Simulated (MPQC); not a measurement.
# BHSCl (SMILES S[B]Cl): levels of theory compared

Wanted: a comparison of 4 runs (UHF/STO-3G, UHF/3-21G, UHF/def2-SVP, UPBE0/def2-SVP) of BHSCl. 

Program for the calculation: MPQC 2.3.1.

**1. The system as given**

The species is BHSCl (4 atoms), meant as a doublet with charge 0. As SMILES, `S[B]Cl`. Geometry: relaxed at PBE0-D4/def2-TZVP.

Bond lengths: S1–B2 1.766 Å, B2–Cl3 1.722 Å, S1–H4 1.344 Å. Angles: S1–B2–Cl3 124.8°, B2–S1–H4 96.3°.

**2. Energy and gradient at UHF/STO-3G (run 1)**

input.in reads:

```
% emacs should use -*- KeyVal -*- mode
molecule<Molecule>: (
    symmetry = c1
    unit = bohr
    { atoms geometry } = {
        S  [ 1.07034088 -1.49118288 1.00420046 ]
        B  [ -0.56616195 0.89894272 -0.65346729 ]
        Cl [ -3.80609739 1.16407129 -0.80747997 ]
        H  [ 3.40698723 -0.68578161 0.41838536 ]
    }
)
basis<GaussianBasisSet>: (
    name = "STO-3G"
    molecule = $:molecule
    basisdir = "."
    puream = yes
)
mpqc: (
    checkpoint = no
    savestate = no
    restart = no
    do_energy = yes
    do_gradient = yes
    optimize = no
    mole<UHF>: (
        molecule = $:molecule
        basis = $:basis
        total_charge = 0
        multiplicity = 2
        memory = 1000000000
        print_evals = yes
        print_npa = yes
        maxiter = 120
        value_accuracy = 1e-08
        guess_wavefunction<UHF>: (
            molecule = $:molecule
            total_charge = 0
            multiplicity = 2
            memory = 1000000000
            value_accuracy = 1e-3
            basis<GaussianBasisSet>: (
                name = "STO-3G"
                molecule = $:molecule
            )
        )
    )
)
```

The basis set STO-3G is read from a file made from the Basis Set Exchange's data (not shown).

Command:

```
mpqc input.in > input.out
```

The log of the run:

```text
MPQC: Massively Parallel Quantum Chemistry
[...]
  <S^2>      = 0.757379
  total scf energy = -872.7039354865
[...]
Value of the MolecularEnergy: -872.7039354865
  Gradient of the MolecularEnergy:
      1   -0.0014674016
      2   -0.0116934660
      3    0.0081955982
      4   -0.0415822427
      5    0.0115363450
      6   -0.0076810590
      7    0.0348476947
      8   -0.0025316041
      9    0.0014384917
     10    0.0082019495
     11    0.0026887250
     12   -0.0019530310
[...]
      symmetry = c1
[...]
      nbasis = 24
[...]
    nalpha = 20
    nbeta = 19
[...]
```

Wall time 0.34 s (1 thread of AMD EPYC 7B13 (Zen 3), shared host).

**3. Energy and forces at UHF/3-21G (run 2)**

mol.in reads:

```
% BClHS
molecule<Molecule>: (
  symmetry = c1
  unit = bohr
  { atoms geometry } = {
    S  [ 1.07034088  -1.49118288   1.00420046 ]
    B  [ -0.56616195   0.89894272  -0.65346729 ]
    Cl [ -3.80609739   1.16407129  -0.80747997 ]
    H  [ 3.40698723  -0.68578161   0.41838536 ]
  }
)
basis<GaussianBasisSet>: (
  name = "3-21G"
  molecule = $:molecule
  basisdir = "."
  puream = yes
)
mpqc: (
  checkpoint = no
  savestate = no
  restart = no
  do_energy = yes
  do_gradient = yes
  optimize = no
  mole<UHF>: (
    molecule = $:molecule
    basis = $:basis
    total_charge = 0
    multiplicity = 2
    memory = 1000000000
    print_evals = yes
    print_npa = yes
    maxiter = 120
    value_accuracy = 1e-08
    guess_wavefunction<UHF>: (
      molecule = $:molecule
      total_charge = 0
      multiplicity = 2
      memory = 1000000000
      value_accuracy = 1e-3
      basis<GaussianBasisSet>: (
        name = "STO-3G"
        molecule = $:molecule
      )
    )
  )
)
```

The basis set 3-21G is read from a file made from the Basis Set Exchange's data (not shown).

Command:

```
mpqc mol.in > mol.out
```

The log of the run:

```text
MPQC: Massively Parallel Quantum Chemistry
[...]
  <S^2>      = 0.756263
  total scf energy = -877.9679512269
[...]
Value of the MolecularEnergy: -877.9679512269
  Gradient of the MolecularEnergy:
      1   -0.0106221021
      2    0.0100810183
      3   -0.0069591093
      4   -0.0115687737
      5   -0.0097441273
      6    0.0069301223
      7    0.0280714648
      8   -0.0037419128
      9    0.0023514165
     10   -0.0058805890
     11    0.0034050218
     12   -0.0023224294
[...]
      symmetry = c1
[...]
      nbasis = 37
[...]
    nalpha = 20
    nbeta = 19
[...]
```

Run time: 1.3 s. Hardware: 1 thread of AMD EPYC 7B13 (Zen 3), shared host.

**4. Energy and gradient at UHF/def2-SVP (run 3)**

mol.in reads:

```
molecule<Molecule>: (
    symmetry = c1
    unit = angstrom
    { atoms geometry } = {
        S  [ 0.566400      -0.789100       0.531400 ]
        B  [ -0.299600       0.475700      -0.345800 ]
        Cl [ -2.014100       0.616000      -0.427300 ]
        H  [ 1.802900      -0.362900       0.221400 ]
    }
)
basis<GaussianBasisSet>: (
    name = "def2-SVP"
    molecule = $:molecule
    basisdir = "."
    puream = yes
)
mpqc: (
    checkpoint = no
    savestate = no
    restart = no
    do_energy = yes
    do_gradient = yes
    optimize = no
    mole<UHF>: (
        molecule = $:molecule
        basis = $:basis
        total_charge = 0
        multiplicity = 2
        memory = 1000000000
        print_evals = yes
        print_npa = yes
        maxiter = 120
        value_accuracy = 1e-08
        guess_wavefunction<UHF>: (
            molecule = $:molecule
            total_charge = 0
            multiplicity = 2
            memory = 1000000000
            value_accuracy = 1e-3
            basis<GaussianBasisSet>: (
                name = "STO-3G"
                molecule = $:molecule
            )
        )
    )
)
```

The basis set def2-SVP is read from a file made from the Basis Set Exchange's data (not shown).

Command:

```
mpqc mol.in > mol.out
```

The log of the run:

```text
MPQC: Massively Parallel Quantum Chemistry
[...]
  <S^2>      = 0.756582
  total scf energy = -882.0182341560
[...]
Value of the MolecularEnergy: -882.0182341560
  Gradient of the MolecularEnergy:
      1   -0.0099669622
      2    0.0036668123
      3   -0.0024759621
      4   -0.0057677445
      5   -0.0056939295
      6    0.0040360483
      7    0.0118263002
      8   -0.0009301473
      9    0.0005412011
     10    0.0039084065
     11    0.0029572645
     12   -0.0021012872
[...]
      symmetry = c1
[...]
      nbasis = 55
[...]
    nalpha = 20
    nbeta = 19
[...]
```

Run time: 3.9 s. Hardware: 1 thread of AMD EPYC 7B13 (Zen 3), shared host; peak memory 0.2 GiB.

**5. Energy and forces at UPBE0/def2-SVP (run 4)**

Edit input.in of step 2 so:

```diff
@@ -5,6 +5,6 @@
     { atoms geometry } = {
-        S  [ 1.07034088 -1.49118288 1.00420046 ]
-        B  [ -0.56616195 0.89894272 -0.65346729 ]
-        Cl [ -3.80609739 1.16407129 -0.80747997 ]
-        H  [ 3.40698723 -0.68578161 0.41838536 ]
+        S  [ 1.07034088    -1.49118288     1.00420046 ]
+        B  [ -0.56616195     0.89894272    -0.65346729 ]
+        Cl [ -3.80609739     1.16407129    -0.80747997 ]
+        H  [ 3.40698723    -0.68578161     0.41838536 ]
     }
@@ -12,3 +12,3 @@
 basis<GaussianBasisSet>: (
-    name = "STO-3G"
+    name = "def2-SVP"
     molecule = $:molecule
@@ -24,3 +24,3 @@
     optimize = no
-    mole<UHF>: (
+    mole<UKS>: (
         molecule = $:molecule
@@ -34,2 +34,8 @@
         value_accuracy = 1e-08
+        functional<SumDenFunctional>: (
+            a0 = 0.25
+            coefs = [ 0.75 1 ]
+            funcs: [ <PBEXFunctional>: () <PBECFunctional>: () ]
+        )
+        integrator<RadialAngularIntegrator>: ( grid = xfine )
         guess_wavefunction<UHF>: (
```

The basis set def2-SVP is read from a file made from the Basis Set Exchange's data (not shown).

Command:

```
mpqc input.in > input.out
```

The log of the run:

```text
MPQC: Massively Parallel Quantum Chemistry
[...]
  Integrated electron density error = 0.000072038799
  iter     1 energy = -882.8370152868 delta = 2.12717e-01
  Integrated electron density error = -0.000174498248
  iter     2 energy = -883.2020513075 delta = 3.57815e-02
[...]
  Integrated electron density error = 0.000000024531
  iter    24 energy = -883.2260891822 delta = 2.22435e-08
  Integrated electron density error = 0.000000024533
  iter    25 energy = -883.2260891822 delta = 1.58977e-08
  Integrated electron density error = 0.000000024533
  iter    26 energy = -883.2260891822 delta = 1.82451e-08
[...]
  <S^2>      = 0.753742
  total scf energy = -883.2260891822
[...]
  Integrated electron density error = 0.000000024114
  Total Gradient:
[...]
Value of the MolecularEnergy: -883.2260891822
  Gradient of the MolecularEnergy:
      1    0.0021873094
      2    0.0036841006
      3   -0.0026007664
      4   -0.0028627107
      5   -0.0023450682
      6    0.0016588884
      7    0.0044316658
      8   -0.0001650179
      9    0.0000792411
     10   -0.0037562644
     11   -0.0011740145
     12    0.0008626368
[...]
        symmetry = c1
[...]
        nbasis = 55
[...]
      nalpha = 20
      nbeta = 19
[...]
```

Run time: 43 s. Hardware: 1 thread of AMD EPYC 7B13 (Zen 3), shared host; peak memory 0.21 GiB.

**6. Overview of the runs**

```csv
run,level,integration grid,energy (Eh),⟨S²⟩,largest force (eV/Å),wall time
1,UHF/STO-3G,–,-872.703935,0.757,2.254,0.34 s
2,UHF/3-21G,–,-877.967951,0.756,1.461,1.3 s
3,UHF/def2-SVP,–,-882.018234,0.757,0.611,3.9 s
4,UPBE0/def2-SVP,xfine,-883.226089,0.754,0.258,43 s
```

**7. What came out**

| quantity | value |
| --- | --- |
| run 4: total energy | -883.22609 Eh |
| run 4: ⟨S²⟩ | 0.754 |
| run 4: largest force on an atom | 0.258 eV/Å |

**Reading.** In run 1 the basis is minimal, so the values are rough. All runs together took 49 s, the longest 43 s.
